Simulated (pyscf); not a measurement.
Single points on ωB97X-D3(BJ)/def2-SVP structures (PySCF, gas phase).

Question: For the elementary gas-phase step F–W(F)(F)(=Se)–SeH (SMILES [F][W]([F])([F])(=[Se])[SeH]) -> F–W(F)(=Se)=Se (SMILES [F][W]([F])(=[Se])=[Se]) + HF (SMILES F) (singlet surface; H–Se, F–W broken, F–H formed), what barrier and reaction energy does ωB97M-D3(BJ)/def2-TZVP give, measured from the reactant's lowest minimum found?

Answer: ΔE‡ = 116.6 kJ/mol, ΔE = +64.9 kJ/mol. Zero-point energy shifts the barrier by -8.4 kJ/mol. It is an elimination, with an imaginary mode of 1169i cm⁻¹. On the product side the descent ends in an adduct with a F–W contact, 6.3 kJ/mol under the separated species and 51.3 kJ/mol under the saddle at ωB97X-D3(BJ)/def2-TZVP. What is counted as broken (F–W) persists as a longer contact in the product adduct; parting that adduct is a step of its own. This is the saddle that the search found; another between the same sides may lie lower. Elements up to Kr have no core potential and no relativistic terms here. Elements past Kr carry the def2 core potentials, without spin-orbit coupling.
